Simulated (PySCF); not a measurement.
Species: NH3.
Hydrogens: H2, H3, H4 on N1.

Linear response at PBE0/aug-cc-pVTZ (PySCF, frozen core in the response, non-relativistic). Geometry: PBE0-D3(BJ)/def2-TZVP; no solvent, vibrations or thermal averaging.

Static isotropic polarisability: 14.25 au (2.11 Å³), principal values 13.7, 13.7, 15.3 au.

Task: What is the polarisability at 1064 nm and at the sodium D line?

Result: 14.38 au at 1064 nm (+0.9 %), 14.70 au at 589.3 nm (+3.2 %). The rise at 589.3 nm is 3.42 times that at 1064 nm; a pure ω² law gives 3.26. The lowest singlet lies at 201 nm, shorter than both wavelengths.

Task: What is the isotropic C6 coefficient between two such molecules, C6 = (3/π)∫α(iω)² dω?

Result: 86.08 au (Eh·bohr⁶) by a ten-point quadrature over imaginary frequencies, which is 51.4 eV·Å⁶ or 4.96 J·nm⁶/mol.

Task: Which effective excitation energy ω̄ makes London's formula C6 = (3/4)α²ω̄ exact here?

Result: ω̄ = 4·C6/(3α²) = 0.566 Eh = 15.4 eV. A one-pole form α(ω) = α/(1 − ω²/ω̄²) fitted to the 1064 nm value gives 12.1 eV.

Task: What does −C6/R⁶ come to at R = 12 Å between centres?

Result: -1.7 J/mol. This is the leading, orientation-averaged term; C8 and higher terms are left out.

Task: What n − 1 at the D line would an ideal gas of it have at 273.15 K and 1 atm (2.6868 × 10¹⁹ cm⁻³), by n − 1 = 2π·N·α′?

Result: 3.68 × 10⁻⁴, a formal value whether or not that pressure can be reached.

Task: What three-body coefficient follows from the one-pole estimate C9 = (3/4)·α·C6?

Result: 920 au. This is an estimate from the two numbers above, not a computed integral.

Task: The lowest 10 singlets have (eV, f): 6.16, 0.073; 7.44, 0.003; 7.44, 0.003; 8.73, 0.001; 9.18, 0.018; 9.74, 0.017; 9.74, 0.017; 9.99, 0.009; 9.99, 0.009; 10.99, 0.084. What share of the static polarisability do they carry in the sum over states α = Σ f/ω²?

Result: 2.57 au, 18.0 % of α; the largest term, 1.42 au, is that of the state at 6.16 eV. Their oscillator strengths add up to 0.23. Higher states carry the rest.

Task: How many electrons N does the Slater–Kirkwood formula C6 = (3/4)·√N·α^(3/2) need to give this C6?

Result: N = (4·C6/3)²/α³ = 4.6; the species has 10 electrons in all.
